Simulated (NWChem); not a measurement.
## Setting up triplet CHClF2 in NWChem

The species is CHClF2 (5 atoms), meant as a triplet with charge 0. As SMILES of the parent species, `FC(F)Cl`. The coordinates come from a PBE0-D4/def2-TZVP relaxation. That shape belongs to the parent species and isn't relaxed for this state.

```xyz
5

F     0.0389   -0.5681    1.2223
C     0.1094    0.0236    0.0283
F     0.8442   -0.7459   -0.7769
Cl   -1.5110    0.2089   -0.6408
H     0.5686    1.0078    0.1258
```

Settings wanted:

```json
{"task": "energy", "method": "MP2", "basis set": "6-311+G**", "reference": "UHF", "frozen core orbitals": "8", "SCF convergence threshold": "1e-08", "iteration cap": "80", "symmetry": "none", "module": "mp2", "d and f functions": "spherical"}
```

Give an NWChem 7.3.0 job that does this.

This one ran through:

work.nw:
```
start work
title "CHClF2 mp2"
memory stack 880 mb heap 220 mb global 1100 mb

geometry noautosym nocenter noautoz
  F     0.038900   -0.568100    1.222300
  C     0.109400    0.023600    0.028300
  F     0.844200   -0.745900   -0.776900
  Cl   -1.511000    0.208900   -0.640800
  H     0.568600    1.007800    0.125800
end

basis spherical bse
  * library 6-311+G**
end

scf
  triplet
  uhf
  thresh 1e-08
  maxiter 80
end

mp2
  freeze core 8
  tight
end

task mp2
```

```bash
$ nwchem work.nw > work.out
```

Calculated total energy: -697.30990 Eh.
